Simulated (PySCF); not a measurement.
H2O, SMILES O (PBE0/def2-SVP optimised geometry):

```
3

O     -0.372    -0.469     0.000
H      0.591    -0.469     0.000
H     -0.591     0.469     0.000
```

Level of theory: PBE0/def2-TZVP in PySCF.

Task: What are the frontier orbital energies and the dipole moment?

Result: HOMO-2 -14.75 eV, HOMO-1 -11.04 eV, HOMO -8.90 eV, LUMO 0.83 eV, LUMO+1 2.89 eV; dipole moment 2.10 D.

On the same geometry PBE/def2-TZVP (PySCF) gives HOMO-2 -12.93 eV, HOMO-1 -9.14 eV, HOMO -6.98 eV, LUMO -0.06 eV, LUMO+1 2.00 eV; dipole moment 2.05 D.

Meta-Löwdin charges at PBE0/def2-TZVP: O1 -0.68, H2 0.34, H3 0.34.
